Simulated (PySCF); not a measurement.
Gas-phase reaction: 4 (CH3)3SiH ⇌ i-Si4H10 + 6 CH4 + 3 C2H2 (acetylene)

Method: PySCF energies plus ideal-gas RRHO corrections (1 bar). † marks an energy on the PBE0/def2-TZVP geometry and frequencies; other levels use their own. MP2 and CCSD(T) freeze the core. 6-31G* has spherical d functions here. All species are closed-shell singlets. B3LYP is the form with VWN-RPA correlation. MP2 isn't extrapolated to the basis-set limit; its ΔH°(298 K) is 961.2 kJ in def2-SVP and 1020.4 kJ in def2-TZVPP. CCSD(T) isn't extrapolated to the basis-set limit. The harmonic model lacks anharmonicity and excited electronic states, which grow with temperature; levels with a mode under 35 cm⁻¹ are left out. Internal rotation in (CH3)3SiH, i-Si4H10 is treated as a harmonic vibration of one conformer, which makes the entropy rough.

| level | ΔE electronic, kJ | ΔH°(298 K), kJ | ΔS°(298 K), J/K | ΔG°(1800 K), kJ |
|---|---|---|---|---|
| B3LYP/6-31G* | 1023 | 940 | 804 | -457 |
| B3LYP/def2-TZVP† | 982 | 902 | 801 | -481 |
| CCSD(T)/def2-SVP† | 988 | 909 | 801 | -474 |
| MP2/def2-SVP† | 1040 | 961 | 801 | -422 |
| LDA/def2-TZVP† | 1301 | 1222 | 801 | -161 |
| ωB97M-V/def2-TZVP† | 1123 | 1044 | 801 | -340 |
ΔH° is lowest at B3LYP/def2-TZVP† and highest at LDA/def2-TZVP†. No reference value is set beside these.
